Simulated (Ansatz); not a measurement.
## PH₄, quartet: the ladder up to UCCSDT(Q)

Geometry: that of the PH4, doublet, kept fixed. The doublet lies 7.7 eV lower here.

| atom | x (Å) | y (Å) | z (Å) |
| --- | --- | --- | --- |
| P | 0.0456 | 0.0000 | 0.0000 |
| H | 0.1616 | 0.0000 | -1.5147 |
| H | -0.8626 | 1.0782 | 0.0000 |
| H | -0.8626 | -1.0782 | 0.0000 |
| H | 0.1616 | 0.0000 | 1.5147 |

Basis cc-pVDZ; Ansatz 0.2.0. Correlated methods freeze the noble-gas cores, which leaves 9 electrons in 33 orbitals. R marks a restricted (for open shells ROHF) determinant, U an unrestricted one. Active spaces: valence = (9e, 8o) chosen from the atoms' valence shells.

Full CI isn't at hand for all of this; UCCSDT(Q) serves as the reference, and is uncertain by about the last step of the cluster series. The frozen core follows each run's orbitals, which can shift R against U totals by a few meV.

```
UHF ⟨S²⟩                          : 3.799
T1 diagnostic (RCCSD)             : 0.0238
largest doubles amplitude (RCCSD) : 0.122
T1 diagnostic (UCCSD)             : 0.0189
```

```
    level  E − E(UCCSDT(Q)) (meV)  share of correlation (%)  wall time
      RHF                    5105                      0.00          –
      UHF                    4715                      7.64          –
     RMP2                    1075                     78.94          –
     UMP2                    1150                     77.47          –
    RCCSD                     202                     96.04          –
    UCCSD                     199                     96.10          –
 RCCSD(T)                      55                     98.92      4.6 s
 UCCSD(T)                      60                     98.83      2.3 s
  BCCD(T)                      58                     98.86      4.6 s
   RCCSDT                       9                     99.82          –
   UCCSDT                       9                     99.82          –
RCCSDT(Q)                       0                    100.00       11 s
```

The correlation energy at UCCSDT(Q), counted from RHF, is -5.105 eV. That run took 8 s on 1 thread of Arm Neoverse V2, shared host.

Run but not shown, since their state or frozen core can't be matched to the reference's or they repeat it: CISD, CASSCF (valence space), NEVPT2 (valence space), MRCISD (valence space), MRCISD+Q (valence space).

Times hold each run's SCF and search for its determinant on a shared host, so for small cases they say little of a method's own cost; they ran on 1 thread of Arm Neoverse V2.

Natural occupations of CASSCF (valence space) about the gap: 1.990 1.964 1.959 1.032 0.989 0.984 0.042 0.041; effectively unpaired electrons, Σ n²(2−n)², 3.02.
